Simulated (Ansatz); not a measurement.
# AlBH₄Mg (SMILES [BH2][AlH][MgH]): functionals against CCSD(T) at one geometry

The task here is to estimate one member of a computed series from the others.

Program: Ansatz 0.2.0, Gaussian basis. Level of theory: single points in def2-TZVPP. These are calculated values, not measurements.

Correlated methods freeze the cores. The outer core shell of Li, Na, Mg and K is correlated.

**The system as given**

SMILES `[BH2][AlH][MgH]`, 7 atoms, charge 0, spin multiplicity 1.

Atoms are counted from 1 here; the program's logs count them from 0.

Bond lengths: B1–Al2 1.985 Å, B1–H4 1.285 Å, B1–H5 1.410 Å, Al2–H6 1.862 Å, Mg3–H7 1.820 Å. Angles: Al2–B1–H4 119.4°, Al2–B1–H5 104.4°, H4–B1–H5 119.0°, B1–Al2–H6 132.0°.

Coordinates:

```xyz
7

B    -1.5973    0.8623   -0.7414
Al    0.0137    0.3091    0.2781
Mg    1.8507   -1.6011    0.1199
H    -1.4731    1.2261   -1.9676
H    -2.5702   -0.1029   -0.4096
H     0.8253    1.0106    1.8005
H     3.3113   -2.1689    1.0451
```

Set-up of the first run:

Input file run/in.yaml:

```yaml
crystal:
  periodic: [false, false, false]
  atoms:
    - {symbol: B, position_ang: [-1.597300, 0.862300, -0.741400]}
    - {symbol: Al, position_ang: [0.013700, 0.309100, 0.278100]}
    - {symbol: Mg, position_ang: [1.850700, -1.601100, 0.119900]}
    - {symbol: H, position_ang: [-1.473100, 1.226100, -1.967600]}
    - {symbol: H, position_ang: [-2.570200, -0.102900, -0.409600]}
    - {symbol: H, position_ang: [0.825300, 1.010600, 1.800500]}
    - {symbol: H, position_ang: [3.311300, -2.168900, 1.045100]}
basis:
  gaussian: {orbitals: def2-TZVPP}
correlation: {method: ccsd_t}
output: {forces: true}
```

The command line of these runs was not kept.

Among the steps run: CCSD(T)/def2-TZVPP; PBE0-D4/def2-TZVPP; wB97M-V/def2-TZVPP; r2SCAN-D4/def2-TZVPP; PBE-D4/def2-TZVPP; BHLYP-D4/def2-TZVPP; SPW92/def2-TZVPP.

One of the session's tables, all rows but one given; the rest of the session is left out.

| method | RMS force component (eV/Å) | angle to CCSD(T) forces (°) | dipole (D) |
| --- | --- | --- | --- |
| CCSD(T) | 1.297 | reference | 2.49 |
| PBE0-D4 | ? | ? | ? |
| wB97M-V | 1.312 | 2.7 | 2.60 |
| r2SCAN-D4 | 1.221 | 5.1 | 2.32 |
| PBE-D4 | 1.113 | 5.4 | 2.19 |
| BHLYP-D4 | 1.344 | 2.6 | 2.62 |
| SPW92 | 1.103 | 9.0 | 2.16 |

**Question.** Estimate the row for PBE0-D4.

The run gave: RMS force component (eV/Å): 1.229; angle to CCSD(T) forces (°): 3.3; dipole (D): 2.36. In the column «RMS force component (eV/Å)» it lies between r2SCAN-D4 (1.221) and CCSD(T) (1.297).
